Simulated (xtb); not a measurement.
xtb input for hydrogen fluoride cation (FH), SMILES F (connectivity only; charge and spin as stated), charge +1, multiplicity 2, GFN2-xTB. 

```
$ xtb mol.xyz --gfn 2 --sp --chrg 1 --uhf 1 --json
$ cat mol.xyz
2

F      0.00000000     0.00000000    -0.10445612
H      0.00000000     0.00000000     0.94010512
```

Program output:

```
[banner left out]
          |                Calculation Setup                |
           -------------------------------------------------



           -------------------------------------------------
          |                 G F N 2 - x T B                 |
           -------------------------------------------------

        Reference                      10.1021/acs.jctc.8b01176
      * Hamiltonian:
        H0-scaling (s, p, d)           1.850000    2.230000    2.230000
        zeta-weighting                 0.500000
      * Dispersion:
        s8                             2.700000
        a1                             0.520000
        a2                             5.000000
        s9                             5.000000
      * Repulsion:
        kExp                           1.500000    1.000000
        rExp                           1.000000
      * Coulomb:
        alpha                          2.000000
        third order                    shell-resolved
        anisotropic                    true
        a3                             3.000000
        a5                             4.000000
        cn-shift                       1.200000
        cn-exp                         4.000000
        max-rad                        5.000000


          ...................................................
          :                      SETUP                      :
          :.................................................:
          :  # basis functions                   5          :
          :  # atomic orbitals                   5          :
          :  # shells                            3          :
          :  # electrons                         7          :
          :  max. iterations                   250          :
          :  Hamiltonian                  GFN2-xTB          :
          :  restarted?                      false          :
          :  GBSA solvation                  false          :
          :  PC potential                    false          :
          :  electronic temp.          300.0000000     K    :
          :  accuracy                    1.0000000          :
          :  -> integral cutoff          0.2500000E+02      :
          :  -> integral neglect         0.1000000E-07      :
          :  -> SCF convergence          0.1000000E-05 Eh   :
          :  -> wf. convergence          0.1000000E-03 e    :
          :  Broyden damping             0.4000000          :
          :  net charge                          1          :
          :  unpaired electrons                  1          :
          ...................................................

 iter      E             dE          RMSdq      gap      omega  full diag
   1     -4.4784410 -0.447844E+01  0.350E+00   16.14       0.0  T
   2     -4.4792877 -0.846711E-03  0.206E+00   15.59       1.0  T
   3     -4.4794446 -0.156841E-03  0.255E-01   15.02       1.0  T
   4     -4.4794761 -0.315510E-04  0.273E-02   15.17       2.6  T
   5     -4.4794766 -0.487077E-06  0.270E-03   15.15      26.1  T
   6     -4.4794766 -0.218758E-11  0.184E-04   15.15     384.0  T
   7     -4.4794766 -0.236957E-10  0.229E-06   15.15   30888.0  T

   *** convergence criteria satisfied after 7 iterations ***

         #    Occupation            Energy/Eh            Energy/eV
      -------------------------------------------------------------
         1        2.0000           -1.2894280             -35.0871
         2        2.0000           -1.0556134             -28.7247
         3        1.5000           -1.0183306             -27.7102
         4        1.5000           -1.0183306             -27.7102 (HOMO)
         5                         -0.4616355             -12.5617 (LUMO)
      -------------------------------------------------------------
                  HL-Gap            0.5566951 Eh           15.1484 eV
             Fermi-level           -0.8791569 Eh          -23.9231 eV

 SCC (total)                   0 d,  0 h,  0 min,  0.001 sec
 SCC setup                      ...        0 min,  0.000 sec (  6.859%)
 Dispersion                     ...        0 min,  0.000 sec (  2.712%)
 classical contributions        ...        0 min,  0.000 sec (  1.153%)
 integral evaluation            ...        0 min,  0.000 sec (  6.818%)
 iterations                     ...        0 min,  0.001 sec ( 64.453%)
 molecular gradient             ...        0 min,  0.000 sec (  9.751%)
 printout                       ...        0 min,  0.000 sec (  7.145%)

         :::::::::::::::::::::::::::::::::::::::::::::::::::::
         ::                     SUMMARY                     ::
         :::::::::::::::::::::::::::::::::::::::::::::::::::::
         :: total energy              -4.473078249931 Eh    ::
         :: gradient norm              0.000109136278 Eh/a0 ::
         :: HOMO-LUMO gap             15.148444814008 eV    ::
         ::.................................................::
         :: SCC energy                -4.479476608913 Eh    ::
         :: -> isotropic ES            0.210825286954 Eh    ::
         :: -> anisotropic ES         -0.005627647352 Eh    ::
         :: -> anisotropic XC          0.000174204174 Eh    ::
         :: -> dispersion             -0.000018118916 Eh    ::
         :: repulsion energy           0.006398358982 Eh    ::
         :: add. restraining           0.000000000000 Eh    ::
         :: total charge               1.000000000000 e     ::
         :::::::::::::::::::::::::::::::::::::::::::::::::::::

           -------------------------------------------------
          |                Property Printout                |
           -------------------------------------------------

    * Orbital Energies and Occupations

         #    Occupation            Energy/Eh            Energy/eV
      -------------------------------------------------------------
         1        2.0000           -1.2894280             -35.0871
         2        2.0000           -1.0556134             -28.7247
         3        1.5000           -1.0183306             -27.7102
         4        1.5000           -1.0183306             -27.7102 (HOMO)
         5                         -0.4616355             -12.5617 (LUMO)
      -------------------------------------------------------------
                  HL-Gap            0.5566951 Eh           15.1484 eV
             Fermi-level           -0.8791569 Eh          -23.9231 eV

     #   Z          covCN         q      C6AA      α(0)
     1   9 F        0.723     0.350     6.859     3.093
     2   1 H        0.723     0.650     0.215     0.734

 Mol. C6AA /au·bohr⁶  :          9.387937
 Mol. C8AA /au·bohr⁸  :        153.244349
 Mol. α(0) /au        :          3.826556


Wiberg/Mayer (AO) data.
largest (>0.10) Wiberg bond orders for each atom

 ---------------------------------------------------------------------------
     #   Z sym  total        # sym  WBO       # sym  WBO       # sym  WBO
 ---------------------------------------------------------------------------
     1   9 F    0.577 --     2 H    0.577
     2   1 H    0.577 --     1 F    0.577
 ---------------------------------------------------------------------------

Topologies differ in total number of bonds
Writing topology from bond orders to xtbtopo.mol

molecular dipole:
                 x           y           z       tot (Debye)
 q only:        0.000       0.000       1.086
   full:       -0.000      -0.000       1.277       3.245
molecular quadrupole (traceless):
                xx          xy          yy          xz          yz          zz
 q only:       -1.033       0.000      -1.033       0.000       0.000       2.065
  q+dip:       -1.255       0.000      -1.255       0.000       0.000       2.510
Note: The following floating-point exceptions are signalling: IEEE_DENORMAL
normal termination of xtb
   full:       -1.064      -0.000      -1.064       0.000       0.000       2.128


           -------------------------------------------------
          | TOTAL ENERGY               -4.473078249931 Eh   |
          | GRADIENT NORM               0.000109136278 Eh/α |
          | HOMO-LUMO GAP              15.148444814008 eV   |
           -------------------------------------------------

------------------------------------------------------------------------
------------------------------------------------------------------------
 total:
 SCF:
```

The calculation finished and met its thresholds.
